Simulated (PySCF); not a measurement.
C3H7Cl, SMILES C(C)CCl. Heavy atoms are numbered as in [CH3:1][CH2:2][CH2:3][Cl:4]. Hydrogens are named by the atom that carries them.

Geometry: PBE0-D3(BJ)/def2-SVP. One conformer was computed; it need not be the lowest.

All values below come from PBE/def2-TZVP (PySCF).

ESP charges are fitted to the potential on shells at 1.4 to 2.0 van der Waals radii. Atomic charges (e), one atom of each kind:

```
atom      meta-Löwdin  ESP fit
--------  -----------  -------
C1 (CH3)            ?    -0.40
C2 (CH2)        -0.19     0.24
C3 (CH2)        -0.17    -0.36
Cl4             -0.13    -0.14
H on C1             ?     0.11
H on C2          0.12     0.02
H on C3             ?     0.17
```

Question: Some entries are withheld; supply them. (An estimate is asked for; the answer gives what the named calculation found.)

Answer: 
- C1 (CH3), meta-Löwdin: -0.35
- H on C1, meta-Löwdin: 0.11
- H on C3, meta-Löwdin: 0.13

Computed Mayer and Wiberg (Löwdin basis) orders of the bonds:
```csv
bond,Mayer,Wiberg
C1–C2,1.02,1.31
C2–C3,1.01,1.30
C3–Cl4,1.07,1.61
```
